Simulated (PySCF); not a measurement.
The vertical singlet excitations below were computed for one of the candidates. Computed with PySCF, TDDFT CAM-B3LYP/def2-SVPD, vertical, gas phase, core orbitals frozen in the response. Geometries: GFN2-xTB, one conformer each.

| state | E (eV) | f | main configurations (H = HOMO, L = LUMO) |
| --- | --- | --- | --- |
| S1 | 6.72 | 0.031 | H→L (83%), H→L+1 (9%) |
| S2 | 7.21 | 0.334 | H→L+1 (76%), H→L (10%) |
| S3 | 7.43 | 0.046 | H→L+2 (69%), H→L+5 (14%) |
| S4 | 7.66 | 0.056 | H→L+4 (85%), H→L+1 (8%) |
| S5 | 7.95 | 0.010 | H→L+3 (84%), H→L+2 (8%) |
| S6 | 8.37 | 0.015 | H→L+5 (56%), H→L+2 (13%) |
| S7 | 8.77 | 0.0027 | H→L+6 (60%), H→L+9 (10%) |
| S8 | 8.81 | 0.0030 | H-1→L+1 (32%), H-1→L (26%), H-1→L+2 (15%) |

Task: Which candidate is it? All have the formula C5H9F.
A. `FC1CCCC1`
B. `C/C=C(/F)CC`
C. `CCC1(F)CC1`

Result: B. Its S1, at 6.72 eV, is the lowest among the candidates; the nearest of the others has S1 at 7.75 eV. S1 is HOMO→LUMO (83%), HOMO→LUMO+1 (9%). Löwdin shares by element: HOMO carbon 71% or more, fluorine 12% (atoms not listed hold the other 17%); LUMO carbon 49% or more (atoms not listed hold the other 51%). At the same level the other candidates give, for their lowest levels:
- `CCC1(F)CC1`: 7.75 eV (f 0.012); 8.29 eV (f 0.013); 8.43 eV (f 0.006); 8.45 eV (f 0.012); 8.80 eV (f 0.023); T1 7.59 eV; HOMO -9.32, LUMO 1.37 eV
- `FC1CCCC1`: 8.76 eV (f 0.008); 8.88 eV (f 0.020); 9.07 eV (f 0.001); 9.24 eV (f 0.007); 9.35 eV (f 0.012); T1 8.53 eV; HOMO -10.41, LUMO 1.34 eV

The values belong to the conformer `[CH3:1]/[CH:2]=[C:3](/[F:4])[CH2:5][CH3:6]`: C2–C3–C5–C6 99°.
Triplets come from the Tamm–Dancoff approximation.
